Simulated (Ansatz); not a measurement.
Conformers and stereoisomers of C4H5F (`C=CC=CF`), each relaxed with PBE0-D4/def2-TZVP in Ansatz. CBS adds the triple-zeta coupled-cluster correction to the MP2 limit.

Not all of them had a frequency check.

Conformer A:

Cartesian coordinates in Å:
```
C 1.284 0.071 1.349
C 0.727 0.070 0.139
C -0.692 -0.068 -0.103
C -1.205 -0.064 -1.326
F -2.515 -0.192 -1.544
H 0.686 -0.035 2.247
H 2.354 0.178 1.477
H 1.361 0.178 -0.738
H -1.361 -0.179 0.745
H -0.639 0.040 -2.246
```

Conformer B:

Cartesian coordinates in Å:
```
C 1.371 0.814 0.945
C 0.663 0.297 -0.058
C -0.652 -0.283 0.105
C -1.382 -0.805 -0.873
F -0.956 -0.845 -2.140
H 2.354 1.239 0.782
H 0.989 0.827 1.961
H 1.074 0.299 -1.062
H -1.093 -0.301 1.096
H -2.367 -1.240 -0.756
```

Q: Which is lowest in electronic energy at CCSD(T)/CBS (frozen core, def2 sets), and by how much? (An estimate is asked.)

A: The calculation gave: B; A lies 2.0 kJ/mol higher. Gaps under about 2 kJ/mol don't settle the order.

Q: Give the energies relative to B (kJ/mol) with PBE-D4/def2-TZVPP, PBE0-D4/def2-TZVPP, ωB97M-V/def2-TZVPP, B2PLYP/def2-TZVPP, r2SCAN/def2-TZVPP, HF/def2-TZVPP, CCSD(T)/def2-TZVPP. (Estimate.)

A: Computed: 
```
             level    A
 PBE-D4/def2-TZVPP  1.0
PBE0-D4/def2-TZVPP  1.2
ωB97M-V/def2-TZVPP  1.6
 B2PLYP/def2-TZVPP  1.5
 r2SCAN/def2-TZVPP  1.4
     HF/def2-TZVPP  1.5
CCSD(T)/def2-TZVPP  1.8
```
